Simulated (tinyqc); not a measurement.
MP2 on RHF in the sto-3g basis, for OH-, spin multiplicity 1, step by step. The basis has no diffuse functions, so it cannot describe the extra electron: this is an exercise in the method, not the real anion. One step of it, computed by the program tinyqc.

Task: Second-order Moller-Plesset energy. E2 = sum_ijab (ia|jb) [2 (ia|jb) - (ib|ja)] / (e_i + e_j - e_a - e_b) over occupied i, j and virtual a, b; the opposite-spin part is (ia|jb)^2 / denominator, the rest is same-spin, and SCS-MP2 scales them by 6/5 and 1/3.

orbital energies (hartree): MO1 -19.340442, MO2 -0.623229, MO3 0.077761, MO4 0.265857, MO5 0.265857, MO6 1.381254

Two-electron integrals over orbitals (pq|rs), unique and non-zero (hartree):
```
(11|11) 4.743728    (21|11) -0.410626   (21|21) 0.056207    (22|11) 0.987878
(22|21) -0.012270   (22|22) 0.737005    (31|11) -0.224983   (31|21) 0.028429
(31|22) -0.016552   (31|31) 0.027095    (32|11) 0.174091    (32|21) -0.010133
(32|22) -0.012234   (32|31) 0.011559    (32|32) 0.146334    (33|11) 0.915671
(33|21) -0.011656   (33|22) 0.663040    (33|31) 0.004897    (33|32) 0.059563
(33|33) 0.717955    (41|41) 0.026078    (42|41) 0.031805    (42|42) 0.138950
(43|41) 0.016354    (43|42) 0.057221    (43|43) 0.057829    (44|11) 1.115317
(44|21) -0.011895   (44|22) 0.739018    (44|31) -0.006438   (44|32) 0.090905
(44|33) 0.689573    (44|44) 0.880159    (51|51) 0.026078    (52|51) 0.031805
(52|52) 0.138950    (53|51) 0.016354    (53|52) 0.057221    (53|53) 0.057829
(54|54) 0.047444    (55|11) 1.115317    (55|21) -0.011895   (55|22) 0.739018
(55|31) -0.006438   (55|32) 0.090905    (55|33) 0.689573    (55|44) 0.785270
(55|55) 0.880159    (61|11) 0.193004    (61|21) -0.029676   (61|22) -0.005022
(61|31) 0.000226    (61|32) 0.023586    (61|33) 0.018398    (61|44) 0.004983
(61|55) 0.004983    (61|61) 0.034023    (62|11) -0.267859   (62|21) 0.004779
(62|22) -0.119625   (62|31) 0.017912    (62|32) -0.000601   (62|33) -0.030678
(62|44) -0.137190   (62|55) -0.137190   (62|61) 0.015009    (62|62) 0.111927
(63|11) 0.240446    (63|21) -0.004417   (63|22) 0.060765    (63|31) 0.004899
(63|32) 0.108403    (63|33) 0.095006    (63|44) 0.127221    (63|55) 0.127221
(63|61) 0.010677    (63|62) -0.051236   (63|63) 0.135328    (64|41) -0.012712
(64|42) -0.048716   (64|43) 0.001257    (64|64) 0.039574    (65|51) -0.012712
(65|52) -0.048716   (65|53) 0.001257    (65|65) 0.039574    (66|11) 0.949342
(66|21) -0.009819   (66|22) 0.698246    (66|31) -0.019119   (66|32) -0.051476
(66|33) 0.648492    (66|44) 0.664575    (66|55) 0.664575    (66|61) -0.011288
(66|62) -0.087471   (66|63) 0.020203    (66|66) 0.729603
```

Hartree-Fock energy = -74.01753822 hartree

Give: Terms; Pair energies; MP2 correlation energy; SCS-MP2 correlation energy; MP2 total energy.

Result:

Terms:

| i | j | a | b | (ia\|jb) | (ib\|ja) | denominator | term |
|---|---|---|---|---|---|---|---|
| 3 | 3 | 6 | 6 | 0.135 | 0.135 | -2.607 | -0.007 |
| 2 | 2 | 6 | 6 | 0.112 | 0.112 | -4.009 | -3.12e-03 |
| 2 | 3 | 6 | 6 | -0.051 | -0.051 | -3.308 | -7.94e-04 |
| 3 | 2 | 6 | 6 | -0.051 | -0.051 | -3.308 | -7.94e-04 |
| 4 | 4 | 6 | 6 | 0.040 | 0.040 | -2.231 | -7.02e-04 |
| 5 | 5 | 6 | 6 | 0.040 | 0.040 | -2.231 | -7.02e-04 |
| 1 | 1 | 6 | 6 | 0.034 | 0.034 | -41.443 | -2.79e-05 |
| 1 | 2 | 6 | 6 | 0.015 | 0.015 | -22.726 | -9.91e-06 |
| 2 | 1 | 6 | 6 | 0.015 | 0.015 | -22.726 | -9.91e-06 |
| 1 | 3 | 6 | 6 | 0.011 | 0.011 | -22.025 | -5.18e-06 |
| 3 | 1 | 6 | 6 | 0.011 | 0.011 | -22.025 | -5.18e-06 |

Pair energies (hartree; pair i-j sums ij and ji):

| pair | opposite spin | same spin |
|---|---|---|
| 1-1 | -2.79e-05 | 0.000 |
| 2-1 | -1.98e-05 | 0.000 |
| 2-2 | -3.12e-03 | 0.000 |
| 3-1 | -1.04e-05 | 0.000 |
| 3-2 | -1.59e-03 | 0.000 |
| 3-3 | -0.007 | 0.000 |
| 4-4 | -7.02e-04 | 0.000 |
| 5-5 | -7.02e-04 | 0.000 |

MP2 correlation energy = -0.01320 hartree

SCS-MP2 correlation energy = -0.01584 hartree

MP2 total energy = -74.03074 hartree
